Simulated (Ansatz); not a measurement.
Reaction (SMILES): [OH] (OH) → OH+ (triplet, bonded as [OH]) + e-
B3LYP-D3(BJ)/def2-TZVP geometries, fixed; electronic energies without zero-point terms.
Largest species:
```xyz
2

O      0.0000     0.0000    -0.1085
H      0.0000     0.0000     0.8682
```
Charge 0, spin multiplicity 2.

Basis-set convergence of the adiabatic ionisation energy at PBE with Ansatz (a quantum-chemistry and plane-wave program). Cartesian d functions, on some or all atoms, in 6-31+G*; all else is spherical. The program fits the integrals of some runs and decomposes those of others, by size. Open shells are unrestricted. No added dispersion term, no relativity. Functions are those of the species that has most. Reference: the value in aug-cc-pV5Z, 13.188 eV, itself unsure by roughly 0.001 eV (its mean distance from pcseg-4, aug-pcseg-3, aug-cc-pVQZ). Deviations are taken from unrounded values.

| basis | functions | adiabatic ionisation energy (eV) | minus reference (eV) |
|---|---|---|---|
| 6-31G | 11 | 12.819 | -0.369 |
| pcseg-0 | 11 | 12.702 | -0.487 |
| 6-31+G* | 21 | 13.129 | -0.059 |
| aug-pcseg-1 | 32 | 13.223 | 0.035 |
| pcseg-2 | 44 | 13.178 | -0.010 |
| def2-TZVPP | 45 | 13.123 | -0.065 |
| 6-311++G(3df,3pd) | 57 | 13.198 | 0.009 |
| aug-cc-pVTZ | 69 | 13.186 | -0.002 |
| pcseg-3 | 93 | 13.188 | -0.001 |

The smallest set listed that lies within 0.05 eV of the reference with all its larger relatives (same family, alike in diffuse functions; a set with none counts only in the reference's own line) is aug-pcseg-1 (32 functions, 0.035 eV off). Inside, with no larger relative to test it: 6-311++G(3df,3pd). (Relatives not listed, tested too: aug-pcseg-2 0.012, aug-cc-pVQZ 0.002, aug-pcseg-3 0.002, pcseg-4 0.000, aug-cc-pV5Z 0.000 eV.)
